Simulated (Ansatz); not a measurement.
Reaction: CH3S (SMILES C[S], doublet) → CH3S- (SMILES C[S-]) (an electron is taken up)
Each species at its own B3LYP-D3(BJ)/def2-TZVP minimum (Ansatz, an electronic-structure program).

Quantity: adiabatic electron affinity (electronic), positive where energy is released, in eV. UHF or UKS for unpaired electrons; spin-orbit terms are left out. Correlated methods leave the cores frozen. Rows without X2C or -DK are non-relativistic. CBS(X,Y): correlation extrapolated as X^-3, Hartree-Fock from the larger set. A bracket is a step between two methods taken in the basis named. Functionals run without relativity, which enters their misses. '+ core + X2C': CCSD(T) terms for core correlation (cc-pwCVTZ, 1s frozen past Ne) and scalar relativity (cc-pVTZ-DK). def2-TZVPD holds few diffuse functions, which lowers the functionals' binding of the extra electron.

```tsv
level	program	adiabatic electron affinity (eV)	difference against the last row
HF/aug-cc-pV(T+d)Z	Ansatz	0.60	-1.29
PBE0/def2-TZVPD	Ansatz	1.72	-0.17
CCSD(T)/aug-cc-pV(T+d)Z	Ansatz	1.79	-0.10
CCSD(T)/aug-cc-pV(Q+d)Z	Ansatz	1.85	-0.04
CCSDT(Q)/aug-cc-pV(D+d)Z	Ansatz	1.71	-0.18
CCSD(T)/CBS(aug-cc-pV(T+d)Z,aug-cc-pV(Q+d)Z) + [CCSDT(Q) - CCSD(T)]/aug-cc-pV(D+d)Z + core + X2C	Ansatz	1.89	0.00
```
